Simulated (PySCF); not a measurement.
fluoroethene (C2H3F), SMILES C=CF.

Coordinates come from a B3LYP-D3(BJ)/def2-TZVP optimisation.

Two levels are set side by side: TDA-PBE/def2-SVPD (PySCF) and TDA-B3LYP/def2-SVPD (PySCF). Vertical, same geometry. The lowest singlet is HOMO→LUMO+1 100 % with PBE and HOMO→LUMO+1 99 % with the other functional; states are paired by order. Differences are taken from unrounded values.

| quantity | TDA-PBE |
|---|---|
| lowest singlet excitation (eV) | 7.03 |
| lowest triplet excitation (TDA) (eV) | 4.61 |
| first bright state (f over 0.05) (eV) | 8.10 |
| its oscillator strength | 0.37 |

Problem. These are the TDA-PBE values. What does TDA-B3LYP give? (An estimate is asked for; the answer gives what the named calculation found.)

Solution. 
```json
[
 {"quantity": "lowest singlet excitation (eV)", "TDA-B3LYP": "7.25", "TDA-PBE minus TDA-B3LYP": "-0.22"},
 {"quantity": "lowest triplet excitation (TDA) (eV)", "TDA-B3LYP": "4.56", "TDA-PBE minus TDA-B3LYP": "0.06"},
 {"quantity": "first bright state (f over 0.05) (eV)", "TDA-B3LYP": "8.19", "TDA-PBE minus TDA-B3LYP": "-0.09"},
 {"quantity": "its oscillator strength", "TDA-B3LYP": "0.44", "TDA-PBE minus TDA-B3LYP": "-0.07"}
]
```

A lower first singlet is the usual sign of a functional without exact exchange. Differences between two approximate levels are no errors against the true value.

Rough cost on one machine, each run with all the roots and properties that it gave: TDA-B3LYP against TDA-PBE about 2 times.
